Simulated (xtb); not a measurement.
C4H3O, charge -2, doublet, geometry from GFN2-xTB of the parent state (a state made from the parent by changing its charge; the spin is typed, not shown lowest); GFN0-xTB (xtb).

Input for xtb:
```
$ xtb mol.xyz --gfn 0 --chrg -2 --uhf 1 --json

# file mol.xyz
8

O     -0.00434124     0.04793050     1.16904018
C      0.01699507     1.22054995     0.39478422
C     -0.01760528    -1.04457952     0.36698234
C      0.01553600     0.75294446    -0.91996930
C     -0.00610386    -0.66403323    -0.93846348
H     -0.03459745    -2.01935969     0.83917224
H      0.02893664     1.37399554    -1.81376634
H     -0.01254091    -1.32736979    -1.79773000
```

It wrote (shortened):

```
   ID    Z sym.   atoms
    1    8 O      1
    2    6 C      2-5
    3    1 H      6-8

           -------------------------------------------------
          |                Calculation Setup                |
           -------------------------------------------------

           -------------------------------------------------
          |                 G F N 0 - x T B                 |
           -------------------------------------------------

          ...................................................
          :                      SETUP                      :
          :.................................................:
          :  # basis functions                  26          :
          :  # atomic orbitals                  26          :
          :  # shells                           16          :
          :  # electrons                        27          :
          :  electronic temp.          300.0000000     K    :
          :  accuracy                    1.0000000          :
          :  -> integral cutoff          0.2500000E+02      :
          :  -> integral neglect         0.1000000E-07      :
          ...................................................

         :::::::::::::::::::::::::::::::::::::::::::::::::::::
         ::                     SUMMARY                     ::
         :::::::::::::::::::::::::::::::::::::::::::::::::::::
         :: total energy             -15.784428673352 Eh    ::
         :: gradient norm              0.159133535632 Eh/a0 ::
         :: HOMO-LUMO gap              1.306574350431 eV    ::
         ::.................................................::
         :: H0 energy                -13.953187992463 Eh    ::
         :: repulsion energy           0.172323600702 Eh    ::
         :: electrostat energy        -1.976015246570 Eh    ::
         :: -> Gsolv                   0.000000000000 Eh    ::
         ::    -> Gsasa                0.000000000000 Eh    ::
         ::    -> Gshift               0.000000000000 Eh    ::
         :: dispersion energy         -0.002999905148 Eh    ::
         :: short-range corr.         -0.024549129874 Eh    ::
         :: add. restraining           0.000000000000 Eh    ::
         :: total charge              -2.000000000000 e     ::
         :::::::::::::::::::::::::::::::::::::::::::::::::::::

           -------------------------------------------------
          |                Property Printout                |
           -------------------------------------------------

    * Orbital Energies and Occupations

         #    Occupation            Energy/Eh            Energy/eV
      -------------------------------------------------------------
         1        2.0000           -0.6813485             -18.5404
         2        2.0000           -0.6329403             -17.2232
         3        2.0000           -0.6219017             -16.9228
         4        2.0000           -0.5865958             -15.9621
         5        2.0000           -0.5775259             -15.7153
         6        2.0000           -0.5553999             -15.1132
         7        2.0000           -0.5062895             -13.7768
         8        2.0000           -0.5032860             -13.6951
         9        2.0000           -0.4969633             -13.5231
        10        2.0000           -0.4512900             -12.2802
        11        2.0000           -0.4271956             -11.6246
        12        2.0000           -0.4061329             -11.0514
        13        2.0000           -0.4047164             -11.0129
        14        1.0000           -0.2500168              -6.8033 (HOMO)
        15                         -0.2020011              -5.4967 (LUMO)
        16                         -0.1185322              -3.2254
        17                         -0.1135709              -3.0904
        18                         -0.0989259              -2.6919
        19                         -0.0739855              -2.0132
        20                          0.0458775               1.2484
        21                          0.1333000               3.6273
        22                          0.1938811               5.2758
        23                          0.2411344               6.5616
        24                          0.3114143               8.4740
        25                          0.3969990              10.8029
        26                          0.6361007              17.3092
      -------------------------------------------------------------
                  HL-Gap            0.0480157 Eh            1.3066 eV
             Fermi-level            0.0000000 Eh            0.0000 eV

     #   Z          covCN         q      C6AA      α(0)
     1   8 O        1.730    -0.545    23.661     6.582
     2   6 C        1.958    -0.444    46.708    11.024
     3   6 C        2.966     0.011    29.265     8.846
     4   6 C        3.029    -0.075    31.421     9.166
     5   6 C        2.947    -0.320    38.975    10.207
     6   1 H        0.925    -0.231    13.445     5.734
     7   1 H        0.925    -0.218    12.315     5.488
     8   1 H        0.925    -0.177     9.237     4.753

 Mol. C6AA /au·bohr⁶  :       1528.778418
 Mol. C8AA /au·bohr⁸  :      34825.187644
 Mol. α(0) /au        :         61.799562

Wiberg/Mayer (AO) data.
largest (>0.10) Wiberg bond orders for each atom

 ---------------------------------------------------------------------------
     #   Z sym  total        # sym  WBO       # sym  WBO       # sym  WBO
 ---------------------------------------------------------------------------
     1   8 O    2.300 --     3 C    1.093     2 C    1.069
     2   6 C    2.697 --     4 C    1.371     1 O    1.069     3 C    0.115
                             5 C    0.115
     3   6 C    3.767 --     5 C    1.451     1 O    1.093     6 H    0.968
                             4 C    0.134     2 C    0.115
     4   6 C    3.894 --     2 C    1.371     5 C    1.367     7 H    0.968
                             3 C    0.134
     5   6 C    3.955 --     3 C    1.451     4 C    1.367     8 H    0.968
                             2 C    0.115
     6   1 H    0.996 --     3 C    0.968
     7   1 H    0.991 --     4 C    0.968
     8   1 H    0.985 --     5 C    0.968
 ---------------------------------------------------------------------------

Topologies differ in total number of bonds
Writing topology from bond orders to xtbtopo.mol

 dipole moment from electron density (au)
     X       Y       Z
  -0.0427  -3.0247  -0.8483  total (Debye):    7.985

           -------------------------------------------------
          | TOTAL ENERGY              -15.784428673352 Eh   |
          | GRADIENT NORM               0.159133535632 Eh/α |
          | HOMO-LUMO GAP               1.306574350431 eV   |
           -------------------------------------------------

normal termination of xtb
```
